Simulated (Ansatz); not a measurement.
Scan of [H···H···NH], triplet

Starting geometry:

```xyz
4

H    -2.0834    0.0594    0.0000
H    -1.3384    0.0594    0.0000
N     0.2116    0.0594    0.0000
H     0.4807   -0.9448    0.0000
```

From there H2 is moved from one fragment to the other while all else, the fragments' distance too, stays fixed; atoms are numbered as listed. Energies are in kJ/mol, counted from the starting geometry at the same level.

Basis 6-31G; Ansatz 0.2.0. Only valence electrons are correlated (noble-gas cores frozen). Prefix R: restricted or restricted open-shell reference; prefix U: unrestricted. Active spaces: valence = (8e, 7o) chosen from the atoms' valence shells.

Runs in a small pair space aren't shown, since their orbitals change along the scan.

Full CI is exact within this basis and frozen core; it isn't the basis-set limit. The frozen core follows each run's orbitals, which can shift R against U totals by a few meV.

```tsv
distance H1-H2 (Å)	full CI	unpaired electrons (full CI)	error UCCSD	error RCCSD(T)	error RCCSDT(Q)	error UCCSDT(Q)	error CASSCF (valence space)	error MRCISD (valence space)
0.693	1.0	2.02	-0.3	-0.1	0.0	0.0	-0.2	-0.1
0.745	0.0	2.02	0.0	0.0	0.0	0.0	0.0	0.0
0.818	11.4	2.02	0.5	0.1	0.0	0.0	0.8	0.1
0.891	29.3	2.02	1.1	0.3	0.0	0.0	2.2	0.1
0.964	45.7	2.03	1.8	0.5	0.0	0.0	4.2	0.2
1.036	55.1	2.03	2.2	0.7	0.0	0.1	6.3	0.1
1.109	56.0	2.03	2.2	0.7	0.0	0.1	7.4	0.1
1.182	52.1	2.02	1.8	0.5	0.0	0.0	7.2	0.0
1.255	51.5	2.02	1.2	0.3	0.0	0.0	6.0	-0.1
```

Unpaired electrons are Σ n²(2−n)² over natural occupations. Errors are those of relative energies. In total energy the starting point itself misses full CI by: UCCSD 2.8, RCCSD(T) 0.8, RCCSDT(Q) 0.0, UCCSDT(Q) -0.1, CASSCF (valence space) 142.9, MRCISD (valence space) 4.5 kJ/mol.

Spread of the error over the points with a reference, to 1.255 Å (largest less smallest): RCCSDT(Q) 0.0, UCCSDT(Q) 0.1, MRCISD (valence space) 0.2, RCCSD(T) 0.8, UCCSD 2.4, CASSCF (valence space) 7.7 kJ/mol.
